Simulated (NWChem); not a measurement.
All runs are NWChem calculations. System: Si (-1), charge -1, spin multiplicity 4. Its SCF solution wasn't tested for a lower state. Level: UMP2/def2-TZVPD, 5 core orbitals frozen.

The NWChem input:

```
start mol
memory heap 200 mb stack 900 mb global 1100 mb
charge -1
geometry units angstroms nocenter noautoz
  Si     0.000000     0.000000     0.000000
  symmetry group D2h
end
basis spherical
  * library def2-tzvpd
end
scf
  uhf
  nopen 3
  maxiter 100
  thresh 1e-7
  semidirect memsize 60000000 filesize 0
  # guess.movecs holds the orbitals of an unrestricted PBE0 run
  vectors input guess.movecs output mol.movecs
end
mp2
  freeze core 5
end
task mp2 energy
```

NWChem printed:

```
             Northwest Computational Chemistry Package (NWChem) 7.3.0
             --------------------------------------------------------

                                NWChem Input Module
                                -------------------

 Scaling coordinates for geometry "geometry" by  1.889725989
 (inverse scale =  0.529177249)

                             Geometry "geometry" -> ""
                             -------------------------

 Output coordinates in angstroms (scale by  1.889725989 to convert to a.u.)

  No.       Tag          Charge          X              Y              Z
 ---- ---------------- ---------- -------------- -------------- --------------
    1 Si                  14.0000     0.00000000     0.00000000     0.00000000

 Effective nuclear repulsion energy (a.u.)       0.0000000000

            Nuclear Dipole moment (a.u.)
            ----------------------------
        X                 Y               Z
 ---------------- ---------------- ----------------
     0.0000000000     0.0000000000     0.0000000000

      Symmetry information
      --------------------

 Group name             D2h
 Group number             26
 Group order               8
 No. of unique centers     1

      Symmetry unique atoms

     1


 Summary of "ao basis" -> "" (spherical)
 ------------------------------------------------------------------------------
       Tag                 Description            Shells   Functions and Types
 ---------------- ------------------------------  ------  ---------------------
 *                         def2-tzvpd                 on all atoms

 Summary of "ao basis" -> "ao basis" (spherical)
 ------------------------------------------------------------------------------
       Tag                 Description            Shells   Functions and Types
 ---------------- ------------------------------  ------  ---------------------
 Si                        def2-tzvpd               15       43   6s5p3d1f

                                 NWChem SCF Module
                                 -----------------

  ao basis        = "ao basis"
[...]
  AO/Fock/Back tols     =   1.0D-09  1.0D-09  1.0D-09

 GA uses MA = F    GA memory limited = T

 Available:
  local mem=  1.26D+08
 global mem=  1.44D+08
 local disk=  0.00D+00
  mp2_memr nvloc                    34
  nvloc new                    34
   1 passes of   4:        3145728                      10569                    440654.
   1 passes of   4: M    126153408           G      144175502           F     123007680.

 Semi-direct pass number   1 of   1  for UHF alpha       at        0.2s
  vrange nnbf                   946
  mp2_eaftype                    10  avail_ma_in_mb                  1099
 EAF : mp2_eaftype filesize          10     220327.
  mp2_eaf for mointskh                     10
Node 0 wrote      1.0 Mb in      0.0 s     Agg I/O rate:  1858.5 Mb/s
 Done moints_semi at        0.4s
  mp2_eaftype                    10  avail_ma_in_mb                  1089
 EAF : mp2_eaftype filesize          10     220327.
  mp2_eaf for kh                    10
 Done maket at        0.4s
 Done multipass loop at        0.4s

 GA uses MA = F    GA memory limited = T

 Available:
  local mem=  1.26D+08
 global mem=  1.44D+08
 local disk=  0.00D+00
  mp2_memr nvloc                    37
  nvloc new                    37
   1 passes of   1:        3145728                       5621                    122230.
   1 passes of   1: M    126153408           G      144175502           F     123007680.

 Semi-direct pass number   1 of   1  for UHF beta        at        0.4s
  vrange nnbf                   946
  mp2_eaftype                    10  avail_ma_in_mb                  1099
 EAF : mp2_eaftype filesize          10      61115.
  mp2_eaf for mointskh                     10
Node 0 wrote      0.3 Mb in      0.0 s     Agg I/O rate:  1106.7 Mb/s
 Done moints_semi at        0.6s
  mp2_eaftype                    10  avail_ma_in_mb                  1089
 EAF : mp2_eaftype filesize          10      61115.
  mp2_eaf for kh                    10
 Done maket at        0.6s
 Done multipass loop at        0.6s

          -------------------------------------------
          SCF energy                -288.876324638944
          Correlation energy          -0.073635478913
          Singlet pairs                0.000000000000
          Triplet pairs                0.000000000000
          Total MP2 energy          -288.949960117857
          -------------------------------------------

          ---------------------------------------------------
                    Spin Component Scaled (SCS) MP2
          Same spin pairs                     -0.020670511131
          Same spin scaling factor             0.333333333333
          Opposite spin pairs                 -0.052964967781
          Opposite spin scaling fact.          1.200000000000
          SCS-MP2 correlation energy          -0.070448131715
          Total SCS-MP2 energy              -288.946772770659
          ---------------------------------------------------

 -----------------------
 Performance information
 -----------------------

 Timer overhead =  1.02D-07 seconds/call

               Nr. of calls         CPU time (s)                 Wall time (s)                GFlops
             ---------------    -------------------     ------------------------------   -------------------
Name         Min   Avg   Max    Min     Avg     Max     Min     Avg     Max   Mx/calls   Min     Max     Sum
mp2: moin     2     2     2   0.39    0.39    0.39     0.39    0.39    0.39    0.20      0.0     0.0     0.0
mp2: make     2     2     2   4.61E-3 4.61E-3 4.61E-3  4.61E-3 4.61E-3 4.61E-3 2.30E-3   0.0     0.0     0.0
mp2: tota     1     1     1   0.43    0.43    0.43     0.43    0.43    0.43    0.43      0.0     0.0     0.0

 The average no. of pstat calls per process was 5.00D+00
 with a timing overhead of 5.08D-07s

 Task  times  cpu:        0.6s     wall:        0.6s

 Total times  cpu:        0.6s     wall:        0.6s
```
